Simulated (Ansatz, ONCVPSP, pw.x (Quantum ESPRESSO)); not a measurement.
## tungsten: does the ONCV potential hold in the solid?

| Quantity | Value |
| --- | --- |
| Element | tungsten (W) |
| Generator | ONCVPSP 4.0.1.1 (patched build) |
| Type | optimised norm-conserving Vanderbilt (ONCV) |
| Functional | LDA (Perdew-Wang 92) |
| Relativity | scalar-relativistic |
| Frozen core | [Kr] 4d10 4f14 |
| Valence charge | 14 |
| Reference configuration | 5s2 5p6 5d4 6s2 |
| Partial waves | 5s+6s: rc 2.05 bohr, ncon 5, nbas 9, qcut 4.5 1/bohr, 3 projectors, debl 3.4 Ha; 5p: rc 1.80 bohr, ncon 4, nbas 8, qcut 6.7 1/bohr, 2 projectors, debl 3.6 Ha; 5d: rc 1.70 bohr, ncon 3, nbas 6, qcut 6.5 1/bohr, 2 projectors, debl 3.4 Ha |
| Local potential | polynomial inside 1.60 bohr (lpopt 5, dvloc0 4 Ha) |
| Core correction | Teter function, fcfact 3.25, rcfact 1.5 |

Atomic tests: cutoffs needed: 14 Ha and 41 Ha (the cutoffs (Ha) at which the residual kinetic energy of the hardest occupied pseudo-wave falls to 1 and 0.1 mHa per electron); ghost test: no bound ghost flagged; no localised positive-energy state flagged; largest excitation error: -27 meV (all-electron minus pseudo) for 5s2 5p6 5d3 6s0, out of 4 test configurations.

Crystal test: fcc W in pw.x 7.5, no spin, 14³ k-points, Fermi–Dirac smearing 0.01 Ry, cutoffs 100/400 Ry. The reference is all-electron LAPW (Ansatz 0.2.0) with the same functional, mesh and smearing; V0 and B0 come from Birch–Murnaghan fits to the pressures at five volumes. Errors are pseudo minus all-electron; Δ is the rms difference of the E(V) curves that follow from these fits, minima aligned, over ±6 % about the mean V0. Mesh and smearing are coarse, so the numbers serve the comparison and aren't converged zero-temperature values; the lattice is a test structure that the element need not adopt.

| V (Å³/atom) | P all-electron (GPa) | P pseudo (GPa) |
| --- | --- | --- |
| 14.903 | 17.87 | 13.99 |
| 15.295 | 8.51 | 4.93 |
| 15.687 | 0.24 | -3.11 |
| 16.079 | -7.07 | -10.18 |
| 16.471 | -13.52 | -16.42 |

All-electron: a0 = 3.975 Å (V0 = 15.70 Å³/atom), B0 = 309.7 GPa.

Pseudopotential: mean pressure error (GPa): -3.37; a0 (Å): 3.960; a0 error (%): -0.36; B0 error (%): +1.2; Δ (meV/atom): 11.6.

At the middle volume, how do free energy and pressure move when the wave cutoff is lowered (ecutrho kept at four times it)?

```
cutoff (Ry)  shift of F (meV/atom)  shift of P (GPa)
         45                  +14.2             +0.04
         60                   +9.3             +0.03
         80                   +4.8             +0.09
```

The run at the middle volume (104 k-points, 7 iterations) took about 63 s on one core of a shared host (Neoverse-N1, 64 threads, 124 GiB, load 58).
